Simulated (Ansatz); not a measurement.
Worked example: a bond strength in CH5AlO (SMILES [CH3][AlH][OH])

The species is CH5AlO (8 atoms), meant as a singlet with charge 0. SMILES: `[CH3][AlH][OH]`. Geometry: optimised at PBE0/def2-SVP. This is one conformer, not always the lowest.

```xyz
8

C    -0.7776    0.9844   -0.0722
Al    0.5878   -0.3889   -0.2460
O     0.5480   -1.6858    0.8664
H    -0.3260    1.9696    0.1345
H    -1.4848    0.7581    0.7407
H    -1.3542    1.0964   -1.0060
H     1.7316   -0.3737   -1.3543
H     1.1673   -2.4172    0.8810
```

Wanted: the dissociation energy of the Al2–C1 bond into doublet AlH2O and doublet CH3 (shapes relaxed at PBE0/def2-SVP, no zero-point term). 1 Eh = 2625.50 kJ/mol = 27.2114 eV. Totals in Eh; open shells run unrestricted unless said.

```tsv
level	program	CH5AlO	doublet AlH2O	doublet CH3
PBE/def2-TZVP	Ansatz	-358.597973	-318.676751	-39.788071
r2SCAN/def2-TZVP	Ansatz	-358.788556	-318.832140	-39.827672
MP2/def2-TZVP, 7 core orbitals frozen	Ansatz	-358.166626	-318.299982	-39.727247
```

Problem. Work out the dissociation energy at each level.

Solution. 
1. PBE/def2-TZVP: (-318.676751) + (-39.788071) − (-358.597973) = 0.133151 Eh = 349.6 kJ/mol = 3.62 eV.
2. r2SCAN/def2-TZVP: (-318.832140) + (-39.827672) − (-358.788556) = 0.128744 Eh = 338.0 kJ/mol = 3.50 eV.
3. MP2/def2-TZVP: (-318.299982) + (-39.727247) − (-358.166626) = 0.139397 Eh = 366.0 kJ/mol = 3.79 eV.

The levels span 338 to 366 kJ/mol; no measured value is set beside them. A bond enthalpy at 298 K also holds the loss of zero-point energy and thermal terms.
